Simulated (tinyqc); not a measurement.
RKS/exchange-only LDA in the sto-3g basis, for LiH, spin multiplicity 1, step by step. Computed by tinyqc, a small Python program that keeps every step (integrals from PySCF). Settings: charge = 0, multiplicity = 1, basis = sto-3g, energy threshold = 1e-08, iteration cap = 63, orthogonalisation = canonical, start = highest core orbitals, DIIS depth = 6, method = RKS, functional = Slater exchange alone, grid = [40, 50]. Command: `OMP_NUM_THREADS=1 python tinyqc.py 21176 21177 out.jsonl` (the two numbers bound the seeds that draw the settings). One thread of a shared host (Intel(R) Xeon(R) Processor @ 2.60GHz), about 0.4 s of CPU time with the checks. Later iterations appear only in the table of the cycle.

## One-electron integrals

Geometry (angstrom):
```
atom        x        y        z
Li    0.00000  0.00000  0.00000
H     0.00000  0.00000  2.34200
```

Basis sto-3g: exponents (1/bohr^2) and contraction coefficients of normalised primitives:
```
element  l (shell)  exponent  coefficient
Li           s (1)  16.11958      0.15433
Li           s (1)   2.93620      0.53533
Li           s (1)   0.79465      0.44463
Li           s (2)   0.63629     -0.09997
Li           s (2)   0.14786      0.39951
Li           s (2)   0.04809      0.70012
Li           p (3)   0.63629      0.15592
Li           p (3)   0.14786      0.60768
Li           p (3)   0.04809      0.39196
H            s (1)   3.42525      0.15433
H            s (1)   0.62391      0.53533
H            s (1)   0.16886      0.44463
```

Overlap, kinetic and nuclear-attraction integrals over the contracted functions; the nuclear repulsion is the sum of Za Zb / Rab.

nuclear repulsion = 0.6778530 hartree

overlap S, lower triangle:
```
          1Li 1s   1Li 2s  1Li 2px  1Li 2py  1Li 2pz    2H 1s
1Li 1s   1.00000
1Li 2s   0.24114  1.00000
1Li 2px  0.00000  0.00000  1.00000
1Li 2py  0.00000  0.00000  0.00000  1.00000
1Li 2pz  0.00000  0.00000  0.00000  0.00000  1.00000
2H 1s    0.01225  0.22654  0.00000  0.00000  0.33471  1.00000
```

kinetic energy T (hartree), lower triangle:
```
           1Li 1s   1Li 2s  1Li 2px  1Li 2py  1Li 2pz    2H 1s
1Li 1s    3.57679
1Li 2s   -0.02024  0.10216
1Li 2px   0.00000  0.00000  0.31968
1Li 2py   0.00000  0.00000  0.00000  0.31968
1Li 2pz   0.00000  0.00000  0.00000  0.00000  0.31968
2H 1s    -0.00574  0.00753  0.00000  0.00000  0.03794  0.76003
```

nuclear attraction V (hartree), lower triangle:
```
           1Li 1s    1Li 2s   1Li 2px   1Li 2py   1Li 2pz     2H 1s
1Li 1s   -8.20883
1Li 2s   -1.01883  -1.42650
1Li 2px   0.00000   0.00000  -1.39705
1Li 2py   0.00000   0.00000   0.00000  -1.39705
1Li 2pz  -0.00752  -0.08054   0.00000   0.00000  -1.45631
2H 1s    -0.04862  -0.34148   0.00000   0.00000  -0.50958  -1.90443
```

core Hamiltonian H = T + V (hartree), lower triangle:
```
           1Li 1s    1Li 2s   1Li 2px   1Li 2py   1Li 2pz     2H 1s
1Li 1s   -4.63205
1Li 2s   -1.03907  -1.32433
1Li 2px   0.00000   0.00000  -1.07737
1Li 2py   0.00000   0.00000   0.00000  -1.07737
1Li 2pz  -0.00752  -0.08054   0.00000   0.00000  -1.13663
2H 1s    -0.05435  -0.33395   0.00000   0.00000  -0.47164  -1.14440
```

## Two-electron integrals

Functions are numbered as in S; the eight-fold symmetry (ij|kl) = (ji|kl) = (kl|ij) leaves the list below.

Two-electron integrals (ij|kl) in chemists' order, unique and non-zero (hartree):
```
(11|11) 1.68040   (21|11) 0.26542   (21|21) 0.04994   (22|11) 0.39773
(22|21) 0.09286   (22|22) 0.29056   (31|31) 0.00898   (32|31) 0.01379
(32|32) 0.06418   (33|11) 0.39664   (33|21) 0.09288   (33|22) 0.29050
(33|33) 0.31295   (41|41) 0.00898   (42|41) 0.01379   (42|42) 0.06418
(43|43) 0.01687   (44|11) 0.39664   (44|21) 0.09288   (44|22) 0.29050
(44|33) 0.27921   (44|44) 0.31295   (51|51) 0.00898   (52|51) 0.01379
(52|52) 0.06418   (53|53) 0.01687   (54|54) 0.01687   (55|11) 0.39664
(55|21) 0.09288   (55|22) 0.29050   (55|33) 0.27921   (55|44) 0.27921
(55|55) 0.31295   (61|11) 0.01262   (61|21) 0.00241   (61|22) 0.00466
(61|33) 0.00460   (61|44) 0.00460   (61|51) 0.00034   (61|52) 0.00066
(61|55) 0.00479   (61|61) 0.00013   (62|11) 0.06437   (62|21) 0.01538
(62|22) 0.05587   (62|33) 0.05255   (62|44) 0.05255   (62|51) 0.00231
(62|52) 0.01775   (62|55) 0.06248   (62|61) 0.00092   (62|62) 0.02304
(63|31) 0.00080   (63|32) 0.00462   (63|53) 0.00224   (63|63) 0.00108
(64|41) 0.00080   (64|42) 0.00462   (64|54) 0.00224   (64|64) 0.00108
(65|11) 0.09092   (65|21) 0.02182   (65|22) 0.08102   (65|33) 0.07550
(65|44) 0.07550   (65|51) 0.00354   (65|52) 0.02751   (65|55) 0.09198
(65|61) 0.00133   (65|62) 0.03550   (65|65) 0.05494   (66|11) 0.22593
(66|21) 0.05447   (66|22) 0.21693   (66|33) 0.19954   (66|44) 0.19954
(66|51) 0.00749   (66|52) 0.07608   (66|55) 0.25152   (66|61) 0.00326
(66|62) 0.11992   (66|65) 0.18890   (66|66) 0.77461
```

## Orthogonalisation

S = U s U^T; canonical form X = U s^(-1/2), so that X^T S X = 1. Each column of U has its largest component positive (the first on a tie).

eigenvalues of S: 0.57233  0.80873  1.00000  1.00000  1.18245  1.43649

X:
```
                1         2         3        4         5        6
1Li 1s    0.34236   0.73524   0.00000  0.00000   0.58861  0.24476
1Li 2s   -0.65114  -0.56778   0.00000  0.00000   0.45843  0.41561
1Li 2px   0.00000   0.00000   0.95832  0.28570   0.00000  0.00000
1Li 2py   0.00000   0.00000  -0.28570  0.95832   0.00000  0.00000
1Li 2pz  -0.67685   0.53066   0.00000  0.00000  -0.47209  0.41428
2H 1s     0.86483  -0.30324   0.00000  0.00000  -0.25733  0.54025
```

Within a degenerate level the vectors are fixed only up to a rotation; this is one choice.

## Starting guess

The start is the highest orbitals of the core Hamiltonian (a deliberately bad start); D = 2 C_occ C_occ^T.

D at the start, lower triangle:
```
           1Li 1s    1Li 2s  1Li 2px  1Li 2py   1Li 2pz    2H 1s
1Li 1s    0.00139
1Li 2s   -0.00847   0.05167
1Li 2px   0.00000   0.00000  0.36867
1Li 2py   0.00000   0.00000  0.77551  1.63133
1Li 2pz  -0.04443   0.27102  0.00000  0.00000   1.42166
2H 1s     0.04866  -0.29679  0.00000  0.00000  -1.55681  1.70482
```

## Iteration 1: exchange-correlation on the grid

Becke grid with 40 radial and 50 angular points per atom, points of zero weight dropped. rho = sum D_ij phi_i phi_j; V_xc,ij = sum w v_xc phi_i phi_j; v_xc is d(rho eps)/d rho.

The 8 grid points with the largest w rho, of 3980 (bohr, atomic units):
```
x                y        z        w      rho    eps_xc      v_xc
2.11651    2.11651  0.00000  1.03054  0.01416  -0.17869  -0.23825
-2.11651  -2.11651  0.00000  1.03054  0.01416  -0.17869  -0.23825
0.90248    2.70744  0.90248  0.92050  0.01579  -0.18528  -0.24704
-0.90248  -2.70744  0.90248  0.92050  0.01579  -0.18528  -0.24704
2.41786    2.41786  0.00000  1.48417  0.00953  -0.15660  -0.20880
-2.41786  -2.41786  0.00000  1.48417  0.00953  -0.15660  -0.20880
1.03098    3.09294  1.03098  1.32477  0.01063  -0.16239  -0.21652
-1.03098  -3.09294  1.03098  1.32477  0.01063  -0.16239  -0.21652
```

electrons on the grid, sum of w rho = 3.99938

E_xc = sum of w rho eps_xc = -0.7975454 hartree

V_xc (hartree), lower triangle:
```
           1Li 1s    1Li 2s   1Li 2px   1Li 2py   1Li 2pz     2H 1s
1Li 1s   -0.20897
1Li 2s   -0.05972  -0.18524
1Li 2px   0.00000   0.00000  -0.16404
1Li 2py   0.00000   0.00000  -0.02238  -0.20080
1Li 2pz  -0.00027  -0.00219   0.00000   0.00000  -0.19153
2H 1s    -0.00309  -0.05037   0.00000   0.00000  -0.07709  -0.36834
```

## Iteration 1: building the Kohn-Sham matrix

J_ij = sum D_kl (ij|kl); F = H + J + V_xc; E = tr D H + tr D J / 2 + E_xc + E_nn.

Coulomb J (hartree), lower triangle:
```
          1Li 1s   1Li 2s  1Li 2px  1Li 2py  1Li 2pz    2H 1s
1Li 1s   1.44066
1Li 2s   0.33815  1.09282
1Li 2px  0.00000  0.00000  1.05615
1Li 2py  0.00000  0.00000  0.02616  1.09875
1Li 2pz  0.00709  0.06716  0.00000  0.00000  1.12308
2H 1s    0.01745  0.28637  0.00000  0.00000  0.43032  1.46937
```

Kohn-Sham matrix F (hartree), lower triangle:
```
           1Li 1s    1Li 2s   1Li 2px   1Li 2py   1Li 2pz     2H 1s
1Li 1s   -3.40035
1Li 2s   -0.76063  -0.41675
1Li 2px   0.00000   0.00000  -0.18526
1Li 2py   0.00000   0.00000   0.00378  -0.17941
1Li 2pz  -0.00070  -0.01557   0.00000   0.00000  -0.20508
2H 1s    -0.04000  -0.09795   0.00000   0.00000  -0.11841  -0.04338
```

total energy of this density = -1.8279200 hartree

## Iteration 1: diagonalisation and new density

Diagonalise F' = X^T F X, C = X C', fill 2 alpha and 2 beta electrons from the bottom; D = 2 C_occ C_occ^T. Each column has its largest component positive (the first on a tie).

F' = X^T F X (hartree), lower triangle:
```
          1         2         3         4         5         6
1  -0.15067
2  -0.48452  -1.36814
3   0.00000   0.00000  -0.18686
4   0.00000   0.00000   0.00156  -0.17782
5  -0.48849  -1.31198   0.00000   0.00000  -1.71116
6  -0.12907  -0.66796   0.00000   0.00000  -0.77573  -0.59138
```

orbital energies (hartree): MO1 -3.40159, MO2 -0.27143, MO3 -0.20708, MO4 -0.18712, MO5 -0.17756, MO6 0.05875

coefficients C:
```
              MO1       MO2       MO3       MO4      MO5       MO6
1Li 1s    1.00482  -0.20805   0.08549   0.00000  0.00000   0.06256
1Li 2s   -0.02099   0.92829  -0.39336   0.00000  0.00000  -0.33520
1Li 2px   0.00000   0.00000   0.00000   0.89766  0.44068   0.00000
1Li 2py   0.00000   0.00000   0.00000  -0.44068  0.89766   0.00000
1Li 2pz  -0.00118   0.27724   0.87398   0.00000  0.00000  -0.54176
2H 1s     0.00406   0.14846   0.15904   0.00000  0.00000   1.07267
```

D after iteration 1, lower triangle:
```
           1Li 1s   1Li 2s  1Li 2px  1Li 2py  1Li 2pz    2H 1s
1Li 1s    2.10588
1Li 2s   -0.42844  1.72432
1Li 2px   0.00000  0.00000  0.00000
1Li 2py   0.00000  0.00000  0.00000  0.00000
1Li 2pz  -0.11772  0.51476  0.00000  0.00000  0.15372
2H 1s    -0.05361  0.27545  0.00000  0.00000  0.08231  0.04411
```

## Iteration 2: exchange-correlation on the grid

As before.

The 8 grid points with the largest w rho, of 3980 (bohr, atomic units):
```
x                y        z        w      rho    eps_xc      v_xc
-0.78614  -0.78614  2.35843  0.58208  0.01573  -0.18506  -0.24674
0.78614   -0.78614  2.35843  0.58208  0.01573  -0.18506  -0.24674
-0.78614   0.78614  2.35843  0.58208  0.01573  -0.18506  -0.24674
0.78614    0.78614  2.35843  0.58208  0.01573  -0.18506  -0.24674
0.00000   -2.11651  2.11651  0.99639  0.00908  -0.15406  -0.20541
-2.11651   0.00000  2.11651  0.99639  0.00908  -0.15406  -0.20541
2.11651    0.00000  2.11651  0.99639  0.00908  -0.15406  -0.20541
0.00000    2.11651  2.11651  0.99639  0.00908  -0.15406  -0.20541
```

electrons on the grid, sum of w rho = 4.00018

E_xc = sum of w rho eps_xc = -1.7511600 hartree

V_xc (hartree), lower triangle:
```
           1Li 1s    1Li 2s   1Li 2px   1Li 2py   1Li 2pz     2H 1s
1Li 1s   -0.97172
1Li 2s   -0.12765  -0.17196
1Li 2px   0.00000   0.00000  -0.16919
1Li 2py   0.00000   0.00000   0.00000  -0.16919
1Li 2pz  -0.00383  -0.03237   0.00000   0.00000  -0.17224
2H 1s    -0.00625  -0.04319   0.00000   0.00000  -0.06396  -0.20094
```

## Iteration 2: building the Kohn-Sham matrix

As before.

Coulomb J (hartree), lower triangle:
```
          1Li 1s   1Li 2s  1Li 2px  1Li 2py  1Li 2pz    2H 1s
1Li 1s   4.11710
1Li 2s   0.70475  1.35686
1Li 2px  0.00000  0.00000  1.34920
1Li 2py  0.00000  0.00000  0.00000  1.34920
1Li 2pz  0.01423  0.08043  0.00000  0.00000  1.36485
2H 1s    0.03475  0.26979  0.00000  0.00000  0.39088  1.04937
```

Kohn-Sham matrix F (hartree), lower triangle:
```
           1Li 1s    1Li 2s  1Li 2px  1Li 2py   1Li 2pz     2H 1s
1Li 1s   -1.48667
1Li 2s   -0.46196  -0.13943
1Li 2px   0.00000   0.00000  0.10265
1Li 2py   0.00000   0.00000  0.00000  0.10265
1Li 2pz   0.00288  -0.03249  0.00000  0.00000   0.05598
2H 1s    -0.02585  -0.10735  0.00000  0.00000  -0.14472  -0.29597
```

total energy of this density = -7.3078600 hartree

## Iteration 2: DIIS over 2 matrices

error matrix X^T (FDS - SDF) X:
```
          1         2        3        4         5         6
1   0.00000   0.16591  0.00000  0.00000   0.05789  -0.26600
2  -0.16591   0.00000  0.00000  0.00000   0.14058  -0.06493
3   0.00000   0.00000  0.00000  0.00000   0.00000   0.00000
4   0.00000   0.00000  0.00000  0.00000   0.00000   0.00000
5  -0.05789  -0.14058  0.00000  0.00000   0.00000   0.03670
6   0.26600   0.06493  0.00000  0.00000  -0.03670   0.00000
```

B (overlaps of the stored error matrices):
```
               1              2
1  7.3682357e-02  2.9823654e-03
2  2.9823654e-03  2.5391112e-01
```

Minimise |sum c_i e_i|^2 with sum c_i = 1: solve [B -1; -1 0][c; lambda] = [0; -1] with B_ij = tr e_i^T e_j, and take F = sum c_i F_i.

DIIS coefficients: 0.78018  0.21982

extrapolated F (hartree), lower triangle:
```
           1Li 1s    1Li 2s   1Li 2px   1Li 2py   1Li 2pz     2H 1s
1Li 1s   -2.97969
1Li 2s   -0.69498  -0.35579
1Li 2px   0.00000   0.00000  -0.12197
1Li 2py   0.00000   0.00000   0.00295  -0.11741
1Li 2pz   0.00008  -0.01929   0.00000   0.00000  -0.14770
2H 1s    -0.03689  -0.10002   0.00000   0.00000  -0.12419  -0.09890
```

## Iteration 2: diagonalisation and new density

As before.

F' = X^T F X (hartree), lower triangle:
```
          1         2         3         4         5         6
1  -0.11273
2  -0.40831  -1.16223
3   0.00000   0.00000  -0.12322
4   0.00000   0.00000   0.00122  -0.11617
5  -0.40501  -1.16744   0.00000   0.00000  -1.50875
6  -0.15018  -0.57263   0.00000   0.00000  -0.68087  -0.55246
```

orbital energies (hartree): MO1 -2.97991, MO2 -0.23372, MO3 -0.15727, MO4 -0.12342, MO5 -0.11596, MO6 0.03473

coefficients C:
```
              MO1       MO2       MO3       MO4      MO5       MO6
1Li 1s    1.00223  -0.18289   0.14302   0.00000  0.00000   0.07617
1Li 2s   -0.00951   0.76814  -0.62835   0.00000  0.00000  -0.37985
1Li 2px   0.00000   0.00000   0.00000   0.89766  0.44068   0.00000
1Li 2py   0.00000   0.00000   0.00000  -0.44068  0.89766   0.00000
1Li 2pz  -0.00080   0.35585   0.71154   0.00000  0.00000  -0.70802
2H 1s     0.00227   0.34335   0.26476   0.00000  0.00000   1.00498
```

D after iteration 2, lower triangle:
```
           1Li 1s   1Li 2s  1Li 2px  1Li 2py  1Li 2pz    2H 1s
1Li 1s    2.07581
1Li 2s   -0.30004  1.18026
1Li 2px   0.00000  0.00000  0.00000
1Li 2py   0.00000  0.00000  0.00000  0.00000
1Li 2pz  -0.13176  0.54670  0.00000  0.00000  0.25326
2H 1s    -0.12103  0.52743  0.00000  0.00000  0.24436  0.23578
```

## Iteration 11 (converged): orbitals

converged F (hartree), lower triangle:
```
           1Li 1s    1Li 2s  1Li 2px  1Li 2py   1Li 2pz     2H 1s
1Li 1s   -1.65345
1Li 2s   -0.49277  -0.17169
1Li 2px   0.00000   0.00000  0.05794
1Li 2py   0.00000   0.00000  0.00000  0.05794
1Li 2pz   0.00636   0.00740  0.00000  0.00000   0.04818
2H 1s    -0.02706  -0.06963  0.00000  0.00000  -0.08175  -0.00271
```

As before.

F' = X^T F X (hartree), lower triangle:
```
          1         2        3        4         5         6
1   0.13484
2  -0.21455  -0.50953
3   0.00000   0.00000  0.05794
4   0.00000   0.00000  0.00000  0.05794
5  -0.18953  -0.67208  0.00000  0.00000  -0.86629
6  -0.11334  -0.31722  0.00000  0.00000  -0.44217  -0.29267
```

orbital energies (hartree): MO1 -1.65932, MO2 -0.07224, MO3 -0.00366, MO4 0.05794, MO5 0.05794, MO6 0.20156

coefficients C:
```
              MO1       MO2       MO3      MO4       MO5       MO6
1Li 1s    0.98318  -0.18514  -0.22386  0.00000   0.00000   0.11455
1Li 2s    0.06269   0.58665   0.76094  0.00000   0.00000  -0.44959
1Li 2px   0.00000   0.00000   0.00000  0.23915   0.97098   0.00000
1Li 2py   0.00000   0.00000   0.00000  0.97098  -0.23915   0.00000
1Li 2pz  -0.00198   0.25702  -0.57879  0.00000   0.00000  -0.85624
2H 1s    -0.00703   0.59255  -0.32028  0.00000   0.00000   0.86269
```

D after iteration 11, lower triangle:
```
           1Li 1s   1Li 2s  1Li 2px  1Li 2py  1Li 2pz    2H 1s
1Li 1s    2.00186
1Li 2s   -0.09395  0.69618
1Li 2px   0.00000  0.00000  0.00000
1Li 2py   0.00000  0.00000  0.00000  0.00000
1Li 2pz  -0.09906  0.30131  0.00000  0.00000  0.13212
2H 1s    -0.23323  0.69436  0.00000  0.00000  0.30462  0.70234
```

Within a degenerate level the vectors are fixed only up to a rotation; this is one choice.

## Convergence

Stop when the energy changes by less than 1e-08 hartree and every element of the error matrix X^T (F D S - S D F) X is below 3e-05.

Course of the cycle:
```
iteration  E (hartree)     change  largest element of the error matrix
1           -1.8279200          -                             1.22e-01
2           -7.3078600  -5.48e+00                             2.66e-01
3           -7.4359737  -1.28e-01                             2.30e-01
4           -7.4502200  -1.42e-02                             2.12e-01
5           -7.4782426  -2.80e-02                             1.53e-01
6           -7.5026182  -2.44e-02                             1.15e-01
7           -7.5192843  -1.67e-02                             5.08e-02
8           -7.5228630  -3.58e-03                             1.05e-02
9           -7.5230564  -1.93e-04                             1.02e-03
10          -7.5230584  -1.97e-06                             3.94e-05
11          -7.5230584  -2.35e-09                             8.60e-07
```

PySCF RKS in the same basis, fine grid = -7.5231920 hartree

Converged in 11 iterations. The coarse grid moves the energy by +1.34e-04 hartree.

## Populations, bond orders and dipole

Mulliken: Z minus the diagonal of D S on the atom; Loewdin: the same with S^(1/2) D S^(1/2); Mayer order: 2 sum_s sum (D(s) S)_ij (D(s) S)_ji over the two atoms.

Charges (e):
```
atom  Mulliken   Loewdin
1Li   -0.04126  -0.04194
2H     0.04126   0.04194
```

Mayer bond orders:
```
pair    order
2-1   0.99830
```

dipole moment about the origin, x y z (debye): 0.00000  0.00000  -4.04255
